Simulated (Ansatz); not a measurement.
# C3H6ClN: small, medium and large basis sets

The task here is to estimate one member of a computed series from the others.

Program: Ansatz 0.2.0, Gaussian basis. Level of theory: one geometry, several basis sets. These are calculated values, not measurements.

The runs, in order: PBE0-D4/def2-SVP; ωB97M-V/def2-SVP; PBE0-D4/def2-QZVPP; ωB97M-V/def2-QZVPP; the functionals' def2-TZVPP values are taken from earlier runs.

## Structure used throughout

An earlier PBE0-D4 in a triple-zeta def2 set relaxation fixed the geometry.

11 atoms, charge 0, spin multiplicity 1.

Atoms are counted from 1 here; the program's logs count them from 0.

Bond lengths: C1–N2 1.433 Å, C1–H6 1.093 Å, C1–H7 1.093 Å, C1–H8 1.094 Å, N2–C3 1.242 Å, C3–C4 1.486 Å, C3–Cl5 1.791 Å, C4–H9 1.092 Å, C4–H10 1.092 Å, C4–H11 1.089 Å. Angles: N2–C1–H6 108.6°, N2–C1–H7 108.6°, N2–C1–H8 113.8°, H6–C1–H7 106.9°, H6–C1–H8 109.3°, H7–C1–H8 109.3°, C1–N2–C3 124.6°, N2–C3–C4 124.6°, N2–C3–Cl5 123.8°, C4–C3–Cl5 111.6°, C3–C4–H9 110.1°, C3–C4–H10 110.1°, C3–C4–H11 109.2°, H9–C4–H10 107.4°, H9–C4–H11 110.0°, H10–C4–H11 110.0°.

Set-up of the first run:

File in.yaml:

```yaml
crystal:
  periodic: [false, false, false]
  atoms:
    - {symbol: C, position_ang: [-1.463516, 1.198820, -0.178120]}
    - {symbol: N, position_ang: [-0.733153, -0.031749, -0.247253]}
    - {symbol: C, position_ang: [0.449006, -0.171893, 0.106635]}
    - {symbol: C, position_ang: [1.206399, -1.448667, 0.032358]}
    - {symbol: Cl, position_ang: [1.453057, 1.153924, 0.772291]}
    - {symbol: H, position_ang: [-1.818897, 1.450947, -1.180374]}
    - {symbol: H, position_ang: [-2.349324, 1.044740, 0.443172]}
    - {symbol: H, position_ang: [-0.882076, 2.034848, 0.221126]}
    - {symbol: H, position_ang: [1.554062, -1.737737, 1.026333]}
    - {symbol: H, position_ang: [2.088974, -1.325928, -0.598892]}
    - {symbol: H, position_ang: [0.560967, -2.224306, -0.376675]}
basis:
  gaussian: {orbitals: def2-SVP}
hamiltonian: {xc: pbe0, dispersion: d4}
output: {orbitals: {seedname: orbitals}}
```

Run with:

```bash
$ ansatz run in.yaml --threads 4 --pin off --events-out ev --progress --plain --max-ram 10444MiB
```

Steps of the session up to this table: PBE0-D4 in def2-SVP; ωB97M-V in def2-SVP; PBE0-D4 in def2-QZVPP; ωB97M-V in def2-QZVPP.

One of the session's tables, all rows but one given; the rest of the session is left out.

It belongs to the step «Density functionals: the series». 

```
functional       basis  HOMO (eV)  LUMO (eV)
   PBE0-D4    def2-SVP      -7.54       0.09
   PBE0-D4  def2-TZVPP      -7.70      -0.12
   PBE0-D4  def2-QZVPP          ?          ?
   ωB97M-V    def2-SVP      -9.79       2.38
   ωB97M-V  def2-TZVPP      -9.98       2.11
   ωB97M-V  def2-QZVPP     -10.01       1.90
```

Q: Estimate the row for PBE0-D4, def2-QZVPP from the others.

**Answer.** HOMO (eV): -7.74; LUMO (eV): -0.19. In the column «HOMO (eV)» it lies between ωB97M-V, def2-SVP (-9.79) and PBE0-D4, def2-TZVPP (-7.70).
